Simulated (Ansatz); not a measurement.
# Grey tin (α-Sn)

The numbers are results of r²SCAN+rVV10 in Ansatz (plane waves, PAW), not measurements.

Run with plane-wave cutoff 500 eV, 20×20×20 k mesh, Fermi–Dirac smearing 0.1 eV, scalar-relativistic PAW data made under PBE.

Cell (relaxed at this level):

```cif
data_Sn2
_chemical_formula_sum 'Sn2'
_space_group_name_H-M_alt 'P 1'
_space_group_IT_number 1
_cell_length_a 4.62078
_cell_length_b 4.62078
_cell_length_c 4.62078
_cell_angle_alpha 60.000
_cell_angle_beta 60.000
_cell_angle_gamma 60.000
loop_
_space_group_symop_operation_xyz
  'x, y, z'
loop_
_atom_site_label
_atom_site_type_symbol
_atom_site_fract_x
_atom_site_fract_y
_atom_site_fract_z
_atom_site_occupancy
Sn1 Sn 0.00000 0.00000 0.00000 1
Sn2 Sn 0.25000 0.25000 0.25000 1
```

| Quantity | Result |
|---|---|
| band gap | none |

Measured, for comparison: band gap 0 eV (temperature not stated, not corrected to a static lattice; as tabulated in Das et al. (2018), arXiv:1807.05623).

Spin–orbit coupling is not included.

Ansatz is a program for electronic structure.
